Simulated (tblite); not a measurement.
# BeF3H5: the cost of one run

Computed with tblite 0.8.0 and PySCF 2.14.0; each step states its level. No surroundings beyond the atoms listed, unless a continuum is named. Atoms count from 0, parts from 1.

## Step 1: Starting point

9 atoms, charge 0, multiplicity 1; geometry: rigid parts in contact. Parts: 1 = atoms 0–2, `[BeH2]`, charge 0; 2 = atoms 3–4, `F`, charge 0; 3 = atoms 5–6, `F`, charge 0; 4 = atoms 7–8, `F`, charge 0.

## Step 2: Search for minima with GFN2-xTB

Job settings and geometry (Å):

```
{"job": {"kind": "dock", "xc": "GFN2-xTB", "basis": "xTB"}, "charge": 0, "multiplicity": 1, "parts": [{"atoms": "0-2", "charge": 0, "multiplicity": 1}, {"atoms": "3-4", "charge": 0, "multiplicity": 1}, {"atoms": "5-6", "charge": 0, "multiplicity": 1}, {"atoms": "7-8", "charge": 0, "multiplicity": 1}]}
Be     0.257858    -0.137517    -0.247349
H     -0.943067    -0.590367    -0.333958
H      0.991560     0.638091     0.542431
F      2.508173    -1.429570     0.838610
H      2.036151    -0.616832     1.017399
F      1.372511    -1.112631    -1.290562
H      2.111460    -1.412512    -0.773191
F      2.998582     0.537969    -2.740973
H      2.848107     0.132333    -3.566975
```

Method: GFN2-xTB search for minima from random contacts, gas phase.

The run is started by

```
> OMP_NUM_THREADS=1 python cluster_run.py task.json out
```

This one command runs all jobs of the session in turn.

Q: Estimate the wall time of this first job on 1 thread of Arm Neoverse V2, shared host.

About 3.8 s.
